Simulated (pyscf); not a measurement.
Single points on ωB97X-D3(BJ)/def2-SVP structures (PySCF, gas phase). MP2 and CC: frozen core, UHF for open shells. ΔMP2 is the change of the MP2 total energy from the triple- to the quadruple-zeta basis.

### Question
What are the homolytic bond dissociation enthalpies (298 K) of `[OH][SiH]([OH])[OH]` at CCSD(T)/def2-TZVPP + ΔMP2(QZVPP), weakest first?

### Answer
H–Si to HO–Si•(OH)–OH + H•: 98.0 kcal/mol; H–O to •O–SiH(OH)–OH + H•: 122.1 kcal/mol; O–Si to OH• + HO–SiH•–OH: 136.3 kcal/mol. Ring and multiple bonds, and those that leave no two simple radicals, are not listed. •O–SiH(OH)–OH lies 22.1 kcal/mol over its isomer HO–Si•(OH)–OH, and others may lie lower still (electronic energy, ωB97M-D3(BJ)). Other isomers of HO–SiH•–OH, HO–Si•(OH)–OH were not searched in full and may lie lower. The CCSD(T) − MP2 part came from Ansatz, without density fitting, on the same reference. Left out: the spin-orbit lowering of OH.
